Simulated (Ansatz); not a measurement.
# H₂Cl (doublet): from Hartree-Fock to the top rungs at distance H1–H2 along a hydrogen transfer = 0.880 Å, 6-31G

How much of the correlation energy of H₂Cl (doublet) does each wave-function method recover here?

Method: 6-31G, core rule «outside noble gas», up to 5 orbitals frozen; program: Ansatz 0.2.0, Gaussian basis.

The runs, in order: UHF; CCSD(T) on ROHF; CCSD(T) on UHF; BCCD(T) on ROHF; CISD; CCSDT(Q) on ROHF; CCSDT(Q) on UHF; CISDTQ; CCSDTQ on ROHF; CCSDTQ on UHF; CASSCF and MRCISD+Q, 3 electrons in 3 orbitals; CASSCF and NEVPT2, 3 electrons in 3 orbitals; CASSCF and MRCISD+Q, 9 electrons in 6 orbitals; CASSCF and NEVPT2, 9 electrons in 6 orbitals; Full CI.

7 further runs of the same task are left out: 6 that didn't finish, 1 set aside as unsound or not needed.

## (1) The geometry

The geometry derives from fragments relaxed apart (PBE0/def2-TZVP) and kept rigid, so it is no stationary point. A hydrogen atom is moved between rigid fragments.

3 atoms, charge 0, spin multiplicity 2.

Atoms are counted from 1 here; the program's logs count them from 0.

Bond lengths: H2–Cl3 1.531 Å.

## (2) UHF

Input file in.yaml:

```yaml
crystal:
  periodic: [false, false, false]
  atoms:
    - {symbol: H, position_ang: [0.000000, 0.000000, -1.097000]}
    - {symbol: H, position_ang: [0.000000, 0.000000, -0.217000]}
    - {symbol: Cl, position_ang: [0.000000, 0.000000, 1.314000]}
basis:
  gaussian: {orbitals: 6-31G}
magnetization: {spin_polarized: true, initial_magnetization: 1}
hamiltonian: {xc: hf}
output: {orbitals: {seedname: orbitals}}
```

Run with:

```sh
$ ansatz run in.yaml --threads 1 --pin off --events-out ev --progress --plain --max-ram 2393MiB
```

The runs that follow: CCSD(T) on ROHF; CCSD(T) on UHF; BCCD(T) on ROHF; CISD; CCSDT(Q) on ROHF; CCSDT(Q) on UHF; CISDTQ; CCSDTQ on ROHF; CCSDTQ on UHF; CASSCF and MRCISD+Q, 3 electrons in 3 orbitals; CASSCF and NEVPT2, 3 electrons in 3 orbitals; CASSCF and MRCISD+Q, 9 electrons in 6 orbitals; CASSCF and NEVPT2, 9 electrons in 6 orbitals; Full CI.

**Question.** What will the summary of the whole plan be? Wanted: FCI below the RHF energy; RMP2 from FCI; UMP2 from FCI; RCCSD from FCI; RCCSD(T) from FCI; UCCSD(T) from FCI; RCCSDT(Q) from FCI; UCCSDT(Q) from FCI; NEVPT2 pair from FCI.

As calculated:

| quantity | value |
| --- | --- |
| FCI below the RHF energy | -1.9845 eV |
| RMP2 from FCI | +9.71 kcal/mol |
| UMP2 from FCI | +9.46 kcal/mol |
| RCCSD from FCI | +0.50 kcal/mol |
| RCCSD(T) from FCI | +0.11 kcal/mol |
| UCCSD(T) from FCI | +0.10 kcal/mol |
| RCCSDT(Q) from FCI | 0.00 kcal/mol |
| UCCSDT(Q) from FCI | 0.00 kcal/mol |
| NEVPT2 pair from FCI | +4.75 kcal/mol |
| MRCISD+Q pair from FCI | +0.44 kcal/mol |
| NEVPT2 valence from FCI | +7.37 kcal/mol |
| levels within 1 kcal/mol (43 meV) | RCCSD, UCCSD, RCCSD(T), UCCSD(T), BCCD(T), RCCSDT, UCCSDT, CISDTQ, RCCSDT(Q), UCCSDT(Q), RCCSDTQ, UCCSDTQ, MRCISD+Q pair, MRCISD valence, MRCISD+Q valence |
| T1 diagnostic | 0.024 |
| effectively unpaired electrons | 1.01 |

RCCSD(T) misses by +0.11 kcal/mol, 0.2 % of the correlation energy. One determinant dominates. Of the multireference levels listed MRCISD+Q valence comes nearest in total energy (+0.41 kcal/mol), which doesn't show that its space is the better one. These misses are within one basis, not against nature; the frozen cores of restricted and unrestricted runs differ, which can shift their rows.
